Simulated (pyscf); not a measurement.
Four-centre exchange: H₂N–SiH(NH₂)–NH₂ + hydrogen (H₂) → H₂N–SiH(NH₂)–NH₂ + hydrogen (H₂)

Gas phase, singlet surface, charge 0. Bonds broken: Si2–H12, H7–H13. Bonds formed: Si2–H7, H12–H13. Structures and frequencies: ωB97X-D3(BJ)/def2-SVP in PySCF.

Transition state (Å):

```xyz
13

N      0.9041     1.1658    -0.4026
Si    -0.3997     0.4710     0.4733
N     -1.0525    -0.5940    -0.7515
N     -1.8577     1.1055     1.1215
H      0.9224     1.1159    -1.4144
H      1.4903     1.8972    -0.0235
H      0.1750    -0.8695     1.4594
H     -0.3967    -1.1430    -1.2998
H     -1.8446    -1.1774    -0.4980
H     -2.7233     1.0325     0.6001
H     -1.8756     1.8186     1.8380
H      0.3764     1.1478     1.9057
H      0.3813     0.0226     1.8706
```

One imaginary mode, 1420i cm⁻¹; descent along it reached the two sides named.

```
bond     change  reactant side (Å)  saddle  product side
-------  ------  -----------------  ------  ------------
Si2–H12  breaks              1.496   1.764           4.1
H7–H13   breaks              0.761   1.004           4.1
Si2–H7    forms                4.0   1.761         1.496
H12–H13   forms                3.0   1.126         0.761
```

Electronic energies relative to the separated reactants (kcal/mol):

```csv
level,barrier,reaction energy,reverse barrier
ωB97X-D3(BJ)/def2-TZVP,57.1,0.0,57.1
PBE/def2-TZVP,50.1,0.0,50.1
r²SCAN/def2-TZVP,51.9,0.0,51.9
B3LYP-D3(BJ)/def2-TZVP,56.4,0.0,56.4
PBE0-D3(BJ)/def2-TZVP,51.9,0.0,51.9
M06-2X/def2-TZVP,59.3,0.0,59.3
ωB97M-D3(BJ)/def2-TZVP,56.2,0.0,56.2
HF/def2-TZVP,73.4,0.0,73.4
```

With ωB97M-D3(BJ)/def2-TZVP energies and thermal terms (ideal gas, 1 atm, RRHO with modes under 100 cm⁻¹ raised to 100, one conformer, R ln 2 for chiral ones without a mode under 150 cm⁻¹), in kcal/mol:

| T (K) | ΔH‡ | ΔG‡ | ΔH | ΔG |
|---|---|---|---|---|
| 298 | 57.0 | 66.3 | 0.0 | 0.0 |
| 600 | 55.9 | 76.3 | 0.0 | 0.0 |
| 900 | 55.7 | 86.5 | 0.0 | 0.0 |
| 1200 | 55.8 | 96.8 | 0.0 | 0.0 |

At the saddle there is also a short H–Si contact that neither side keeps. The same reactants have a lower exit, to H₂N–SiH₂–NH₂ + NH₃ (barrier +41.0 kcal/mol at ωB97M-D3(BJ)/def2-TZVP, against +56.2 kcal/mol here). This is the saddle that the search found; another between the same sides may lie lower.
